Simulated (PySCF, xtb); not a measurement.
C2H6S, SMILES CSC.

Harmonic wavenumbers (cm⁻¹) from GFN2-xTB in xtb at its own minimum, in rising order: 146, 168, 261, 718, 744, 892, 929, 965, 1007, 1316, 1323, 1448, 1449, 1455, 1456, 3019, 3020, 3020, 3022, 3065, 3067.

What does PBE-D3(BJ)/def2-TZVP (PySCF) give at its own minimum? (The exact figures need the calculation; the answer reports its results.)

183, 186, 257, 683, 732, 878, 917, 955, 1016, 1287, 1311, 1408, 1417, 1425, 1433, 2960, 2964, 3031, 3040, 3067, 3068. Paired by order, the mean absolute difference is 22 cm⁻¹ and the zero-point energies are 46.4 and 46.1 kcal/mol.
